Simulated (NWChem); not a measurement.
acetylene (C2H2); SMILES C#C

```xyz
4

C      0.0000     0.0000    -0.6026
C      0.0000     0.0000     0.6026
H      0.0000     0.0000    -1.6690
H      0.0000     0.0000     1.6690
```
Atoms are numbered in this order, from 1.

Program: NWChem. Geometry optimised at B3LYP/6-31G*; all other runs use it. Pople sets run with spherical d functions.

```
quantity                                                                  level  value
--------------------------------------------------  ---------------------------  -----
charge (e), Mulliken C2                                     Hartree-Fock/6-31G*    [?]
J(13C atom 1, 1H atom 3) (Hz)                                         PBE/pcJ-1  251.0
vertical, lowest state with f > 0.02, singlet (eV)  PBE/aug-cc-pVDZ, full TDDFT    [?]
−ε(HOMO) (eV)                                                BHandHLYP/def2-SVP   9.39
highest harmonic frequency (cm⁻¹)                                  B3LYP/6-31G*   3543
```

Question: What belongs in the gaps?

Answer: 
- charge (e), Mulliken C2, value: -0.28
- vertical, lowest state with f > 0.02, singlet (eV), value: 7.07
